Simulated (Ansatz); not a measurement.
The input, for Ansatz 0.2.0:

```yaml
crystal:
  periodic: [false, false, false]
  atoms:
    - {symbol: Be, position_ang: [0.000000, 0.000000, 0.000000]}
    - {symbol: Na, position_ang: [0.000000, 0.000000, 3.138000]}
basis:
  gaussian: {orbitals: def2-SVP}
total_charge: -1
magnetization: {spin_polarized: true, initial_magnetization: 2}
correlation: {method: ccsdt_q_b, electrons: valence}
scf: {lower_state_search: full}
```

```sh
$ ansatz run in.yaml --threads 1 --pin off --events-out ev --progress --plain --max-ram 2393MiB
```

Output:

```
411 factors; integrals over basis functions are off by at most 1.1e-7 eV
mean field evaluation 1: about -4796.8387 eV, gradient 5.3e0 eV
mean field evaluation 2: about -4796.8583 eV, gradient 5.3e0 eV
mean field evaluation 4: about -4797.9912 eV, gradient 1.2e0 eV
mean field evaluation 8: about -4798.2058 eV, gradient 2.7e-1 eV
mean field evaluation 16: about -4798.2393 eV, gradient 6.3e-3 eV
mean field evaluation 32: about -4798.3632 eV, gradient 4.6e-1 eV
mean field evaluation 64: about -4798.2381 eV, gradient 7.0e-2 eV
mean field evaluation 96: about -4797.6956 eV, gradient 7.3e-4 eV
mean field evaluation 128: about -4798.2585 eV, gradient 6.1e-1 eV
mean field evaluation 160: about -4798.3532 eV, gradient 7.8e-1 eV
...
cycle   7  -1.14270803 eV  change   -3.3e-4 eV  update   5.4e-4
cycle   8  -1.14330570 eV  change   -6.0e-4 eV  update   2.6e-4
cycle   9  -1.14296766 eV  change    3.4e-4 eV  update   1.5e-4
cycle  10  -1.14300355 eV  change   -3.6e-5 eV  update   7.8e-5
cycle  11  -1.14298681 eV  change    1.7e-5 eV  update   4.4e-5
cycle  12  -1.14300566 eV  change   -1.9e-5 eV  update   2.4e-5
cycle  13  -1.14300582 eV  change   -1.7e-7 eV  update   1.1e-5
cycle  14  -1.14300132 eV  change    4.5e-6 eV  update   6.5e-6
cycle  15  -1.14300139 eV  change   -7.5e-8 eV  update   2.9e-6
cycle  16  -1.14300169 eV  change   -3.0e-7 eV  update   1.4e-6
perturbative correction -0.00036951 eV, -0.0000135791 hartree
Total energy: -4799.50384980 eV, -176.3785132597 hartree
```

Ran on 1 thread of Arm Neoverse V1, shared host: 11 s wall, 0.22 GiB peak host memory.
